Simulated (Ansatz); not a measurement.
# BCl2H: the cost of one run

Method: RKS PBE0-D4/def2-SVP, in Ansatz 0.2.0.

### 1 The starting structure

Bond lengths: B1–Cl2 1.860 Å, B1–Cl3 1.860 Å, B1–H4 1.190 Å. Angles: Cl2–B1–Cl3 120.0°, Cl2–B1–H4 120.0°, Cl3–B1–H4 120.0°.

Structure file:

```xyz
4

B     0.0000    0.0000    0.0000
Cl    0.0000    0.0000    1.8600
Cl    1.6108    0.0000   -0.9300
H    -1.0305    0.0000   -0.5950
```

### 2 Relaxing the start

The input, input.yaml:

```yaml
crystal:
  periodic: [false, false, false]
  atoms:
    - { symbol: B, position_ang: [0.0, 0.0, 0.0] }
    - { symbol: Cl, position_ang: [0.0, 0.0, 1.86] }
    - { symbol: Cl, position_ang: [1.6108, 0.0, -0.93] }
    - { symbol: H, position_ang: [-1.0305, 0.0, -0.595] }
basis:
  gaussian: { orbitals: def2-SVP }
hamiltonian:
  xc: pbe0
  dispersion: d4
relax:
  f_tol: 0.02
  max_steps: 40
output:
  orbitals: {}
```

Command:

```console
$ ansatz run input.yaml --threads 1 --pin off --max-ram 2048MiB --backend cpu --events-out ev --progress --plain --runs-dir out
```

**Question.** How long does this run take on 1 thread of Arm Neoverse V1, shared host, and how much memory does it need?

About 6.4 s, with a peak of 0.1 GiB.
